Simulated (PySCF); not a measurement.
**Dipole moment and polarisability of CH2PH**

Compound: CH2PH, CH3P.
SMILES with atom numbers: `[CH2:1]=[PH:2]` (hydrogens: H3, H4 on C1; H5 on P2)

Structure used (PBE0-D3(BJ)/def2-SVP), in Å, numbered top down from 1:
```xyz
5
CH3P angstrom
C     -0.384    0.057   -0.233
P      1.039   -0.758    0.061
H     -0.465    1.046   -0.695
H     -1.334   -0.413    0.046
H      1.938    0.233   -0.460
```

Level: wB97X-D/def2-SVPD (PySCF), static field, nuclei fixed, core orbitals frozen in the response. The polarisability tensor in these axes (au):

```
x   49.11 -5.43  1.41
y   -5.43 37.83 -3.03
z    1.41 -3.03 32.00
```

Q: Diagonalise the tensor; give its mean and Δα, where Δα² is half the sum of the squared differences of the eigenvalues.

A: Principal values 30.66, 36.67 and 51.60 au; mean 39.64 au = 5.87 Å³ = 6.54 × 10⁻⁴⁰ C²·m²/J; Δα = 18.68 au (47 % of the mean).

Q: What is the dipole moment, and where does it point?

A: (-0.44, 0.79, -0.35) D, 0.97 D in size, pointing from the negative to the positive side. Measured along this direction, the outermost atoms are P2 at the negative end and H3 at the positive end.

Q: In TDDFT the mean static polarisability is Σ f/ω² over all singlet excitations (ω in hartree). How much of it do the 10 lowest give? Their energies (eV) and oscillator strengths: 4.74, 0.0092; 5.85, 0.2156; 6.86, 0.0208; 6.99, 0.0069; 7.67, 0.1427; 8.36, 0.0636; 8.59, 0.1511; 8.76, 0.0957; 8.98, 0.0014; 9.11, 0.0937.

A: They add up to 11.15 au, 28.1 % of the 39.64 au; the largest single term is 4.66 au, from the state at 5.85 eV. Terms in order: 0.30, 4.66, 0.33, 0.10, 1.79, 0.67, 1.52, 0.92, 0.01, 0.84 au. Higher excitations give the rest. The strengths listed sum to 0.801.

Q: Orientational against electronic polarisability at 350 K (dilute gas, rigid molecules)?

A: In Gaussian units μ²/3kT = 6.45 Å³ against 5.87 Å³, a ratio of 1.10; the Debye molar polarisation (4π/3)N_A(α + μ²/3kT) is 31.1 cm³/mol, leaving out the vibrational part.

Q: Find the Langevin capture rate constant for H3+ (3.023 u) meeting this molecule (45.997 u), k = 2.342 × 10⁻⁹ cm³/s × √(α in Å³ / reduced mass in u).

A: The reduced mass is 2.84 u, so k = 3.37 × 10⁻⁹ cm³/s. The formula leaves out the permanent dipole, which adds to the capture rate.

Q: What are the principal values of the traceless quadrupole moment, Θ = ½Σq(3rr − r²1), about the centre of nuclear charge?

A: -1.97, -0.61, 2.58 D·Å. The values depend on the origin, since the dipole doesn't vanish. The electronic extent ⟨r²⟩ about the same centre is 124 bohr², a root-mean-square distance of 1.20 Å for the 24 electrons.

Q: Refractivity n − 1 of an ideal gas of it at 298.15 K and 1 atm, from the electronic α?

A: N = p/kT = 2.4615 × 10¹⁹ cm⁻³, so n − 1 = 2π × N × 5.87 × 10⁻²⁴ cm³ = 909 × 10⁻⁶ at long wavelengths.

Geometry: PBE0-D3(BJ)/def2-SVP; no solvent, vibrations or thermal averaging.

The run behind these numbers computed excited states and ΔSCF ions as well. Time: 5.7 s of wall time (grids of density and orbitals included); peak memory 0.33 GiB. Hardware: Arm Neoverse V1, one thread, no GPU, on a shared host.
